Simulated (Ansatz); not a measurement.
Antifluorite Mg2Sn was calculated with revPBE (plane waves, PAW; Ansatz, a quantum-chemistry and plane-wave program).

Numerical settings: plane-wave cutoff 520 eV, 20×20×20 k mesh, Fermi–Dirac smearing 0.05 eV, scalar-relativistic PAW data made under PBE.

Computed at the level's own relaxed cell.

Elastic tensor (GPa, Voigt notation, ions relaxed):

```
   68.3    23.7    23.7     0.0     0.0     0.0
   23.7    68.3    23.7     0.0     0.0     0.0
   23.7    23.7    68.3     0.0     0.0     0.0
    0.0     0.0     0.0    30.1     0.0     0.0
    0.0     0.0     0.0     0.0    30.1     0.0
    0.0     0.0     0.0     0.0     0.0    30.1
```

Work out the Voigt, Reuss and Hill averages of the bulk and shear moduli, Young's modulus and Poisson's ratio from the printed constants.

K_V = [C11 + C22 + C33 + 2(C12 + C13 + C23)]/9 = [204.9 + 2 × 71.1]/9 = 38.6 GPa. G_V = [204.9 − 71.1 + 3 × 90.3]/15 = 27.0 GPa. From the compliances S = C⁻¹, K_R = 38.6 and G_R = 26.4 GPa. Hill means: K = 38.6, G = 26.7 GPa. E = 9KG/(3K + G) = 65 GPa, ν = (3K − 2G)/(6K + 2G) = 0.22, K/G = 1.45.

Note: the solid has no gap at this level, which affects its response.

The computed numbers hold no vibrational or temperature effects.
